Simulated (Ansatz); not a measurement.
# BeMgH2 (triplet): from Hartree-Fock to the top rungs, def2-QZVPP

An exercise on one series of results from a longer session: the logs are not shown, and one member is left open.

Program: Ansatz 0.2.0, Gaussian basis. Level of theory: def2-QZVPP, core rule «outside noble gas», up to 6 orbitals frozen. These are calculated values, not measurements.

To be run: UHF; ROHF; CCSD(T) on UHF.

2 further runs of the same task are left out: 2 set aside as unsound or not needed.

### What is computed

The geometry is a PBE0/def2-TZVP stationary point (not a proven minimum).

4 atoms, charge 0, spin multiplicity 3.

Atoms are counted from 1 here; the program's logs count them from 0.

Bond lengths: Be1–H3 1.420 Å, Mg2–H3 2.008 Å, Mg2–H4 1.710 Å. Angles: H3–Mg2–H4 132.1°, Be1–H3–Mg2 95.7°.

Set-up of the first run:

The input, in.yaml:

```yaml
crystal:
  periodic: [false, false, false]
  atoms:
    - {symbol: Be, position_ang: [0.000000, -0.064014, 1.914191]}
    - {symbol: Mg, position_ang: [0.000000, -0.036767, -0.656886]}
    - {symbol: H, position_ang: [0.000000, 1.049072, 1.031751]}
    - {symbol: H, position_ang: [0.000000, 0.409865, -2.307047]}
basis:
  gaussian: {orbitals: "def2-QZVPP.json"}
magnetization: {spin_polarized: true, initial_magnetization: 2}
hamiltonian: {xc: hf}
output: {orbitals: {seedname: orbitals}}
```

Run with:

```console
$ ansatz run in.yaml --threads 1 --pin off --events-out ev --progress --plain --max-ram 2393MiB
```

Steps of the session up to this table: UHF; ROHF; CCSD(T) on UHF.

One of the session's tables, all rows but one given; the rest of the session is left out.

It belongs to the step «Misses and costs». 

```
  method  from UCCSD(T) (kcal/mol)
    ROHF                    +61.44
     UHF                    +60.86
    UMP2                    +13.74
   UCCSD                         ?
UCCSD(T)                         0
```

Q: Estimate the row for UCCSD from the others.

The run gave: from UCCSD(T) (kcal/mol): +1.15. In the column «from UCCSD(T) (kcal/mol)» it lies between UCCSD(T) (0) and UMP2 (+13.74).
